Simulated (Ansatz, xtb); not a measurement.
Loss of HCl: C2H4ClF → C2H3F + HCl

Species: C2H4ClF (1-chloro-1-fluoroethane) `CC(F)Cl`, singlet; C2H3F `C=CF`, singlet; HCl (hydrogen chloride), singlet. 

Shapes, held fixed at every level: PBE0-D4/def2-TZVP. Programs: Ansatz 0.2.0, xtb 6.7.1. The zero-point and thermal change to 298 K, harmonic and unscaled (PBE0-D4/def2-TZVP), is -15.6 kJ/mol.

```tsv
level	kind	ΔH(298 K) (kJ/mol)	less CCSD(T)/CBS estimate	CPU time (sum over the molecules)
GFN1-xTB	semi-empirical	+112.4	+34.2	0.062 s
HF/def2-SVP	Hartree–Fock	+65.8	-12.4	–
SPW92/def2-TZVPP	LDA	+113.5	+35.3	3.9 s
B3LYP-D4/def2-TZVPP	global hybrid	+72.7	-5.5	9.5 s
wB97X-V/def2-TZVPP	range-separated hybrid	+91.2	+13.0	20 s
B2PLYP/def2-TZVPP	double hybrid	+71.4	-6.8	12 s
CCSD/def2-SVP	coupled cluster or CI	+75.5	-2.7	–
CCSD(T)/CBS estimate	coupled cluster or CI	+78.2	0.0	2.5 min
```

The highest level, CCSD(T)/CBS estimate, gives ΔH(298 K) = +78.2 kJ/mol; the levels span +65.8 to +113.5. The column of differences is taken from that level and isn't an error. No measured value is set beside it here. The CBS estimate extrapolates MP2 from def2-TZVPP and def2-QZVPP and adds CCSD(T) − MP2 in the triple-zeta set, cores frozen. Times are processor times on shared x86 and Arm servers, and rough.
